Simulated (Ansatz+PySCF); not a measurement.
**singlet CH4: levels of theory in one basis**

```xyz
5

C     0.0000    0.0000    0.0000
H     0.7925    0.7925    0.7925
H     0.6340   -0.6340   -0.6340
H    -0.6340    0.6340   -0.6340
H    -0.6340   -0.6340    0.6340
```

Basis set: 6-31G (spherical functions). Correlated methods keep 1 orbital frozen. Charge 0, multiplicity 1.

Computed with Ansatz (development build ahead of 0.2.0); each method stands on the lowest determinant of its kind that the runs found.

```
                            method  E − E(RHF) (eV)  <S²> of the determinant
                               RHF             0.00                     0.00
                           RHF-MP2            -2.82                        –
                       RHF-CCSD(T)            -3.47                        –
full CI (lowest root of this spin)            -3.48                        –
```

Q: What does RHF-CCSD give on the same scale?

A: -3.42 eV.

At such a shape the full CI root can have another spatial symmetry than the determinants, so the rows needn't describe one state.

Q: Is a single determinant a sound starting point here?

A: Only with care. Unrestricted orbitals gain 0.00 eV and <S²> is 0.00 against 0.00 for a pure state, but bonds are stretched.

Caution for RHF-MP2, RHF-CCSD, RHF-CCSD(T): bonds are stretched, where a single reference can fail.
